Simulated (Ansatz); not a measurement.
# AlH₃OS (SMILES [OH][AlH][SH]): functionals against CCSD(T) at one geometry

The task here is to estimate one member of a computed series from the others.

Computed with Ansatz 0.2.0, Gaussian basis. Level: single points in def2-TZVPP.

Cores are frozen in the correlated methods.

## Starting geometry

SMILES `[OH][AlH][SH]`, 6 atoms, charge 0, spin multiplicity 1.

Atoms are counted from 1 here; the program's logs count them from 0.

Bond lengths: O1–Al2 1.680 Å, O1–H4 0.965 Å, Al2–S3 2.143 Å, Al2–H5 1.518 Å, S3–H6 1.283 Å. Angles: Al2–O1–H4 173.6°, O1–Al2–S3 121.4°, O1–Al2–H5 119.0°, S3–Al2–H5 119.6°, Al2–S3–H6 91.8°.

Coordinates:

```tsv
atom	x (Å)	y (Å)	z (Å)
O1	-1.33730	-0.23840	-0.92870
Al2	0.15740	0.07520	-0.22960
S3	0.46070	-0.10010	1.88490
H4	-2.22060	-0.31630	-1.30940
H5	1.30540	0.52040	-1.11720
H6	1.72300	0.09220	1.76150
```

The first run:

File run/in.yaml:

```yaml
crystal:
  periodic: [false, false, false]
  atoms:
    - {symbol: O, position_ang: [-1.337300, -0.238400, -0.928700]}
    - {symbol: Al, position_ang: [0.157400, 0.075200, -0.229600]}
    - {symbol: S, position_ang: [0.460700, -0.100100, 1.884900]}
    - {symbol: H, position_ang: [-2.220600, -0.316300, -1.309400]}
    - {symbol: H, position_ang: [1.305400, 0.520400, -1.117200]}
    - {symbol: H, position_ang: [1.723000, 0.092200, 1.761500]}
basis:
  gaussian: {orbitals: def2-TZVPP}
correlation: {method: ccsd_t}
output: {forces: true}
```

No record of the launch command was kept for these runs.

Among the steps run: CCSD(T)/def2-TZVPP; PBE0-D4/def2-TZVPP; wB97M-V/def2-TZVPP; r2SCAN-D4/def2-TZVPP; PBE-D4/def2-TZVPP; revPBE-D4/def2-TZVPP; HSE06-D4/def2-TZVPP.

One table of the session follows, with a row left open; its other results are not shown here.

| method | RMS force component (eV/Å) | angle to CCSD(T) forces (°) | dipole (D) |
| --- | --- | --- | --- |
| CCSD(T) | 0.796 | reference | 1.06 |
| PBE0-D4 | 0.827 | 4.2 | 1.03 |
| wB97M-V | 0.768 | 3.7 | 1.07 |
| r2SCAN-D4 | 0.812 | 4.4 | 1.04 |
| PBE-D4 | ? | ? | ? |
| revPBE-D4 | 0.853 | 12.9 | 0.99 |
| HSE06-D4 | 0.829 | 4.1 | 1.03 |

**Question.** Estimate the row for PBE-D4.

The run gave: RMS force component (eV/Å): 0.845; angle to CCSD(T) forces (°): 12.8; dipole (D): 0.99. In the column «RMS force component (eV/Å)» it lies between HSE06-D4 (0.829) and revPBE-D4 (0.853).
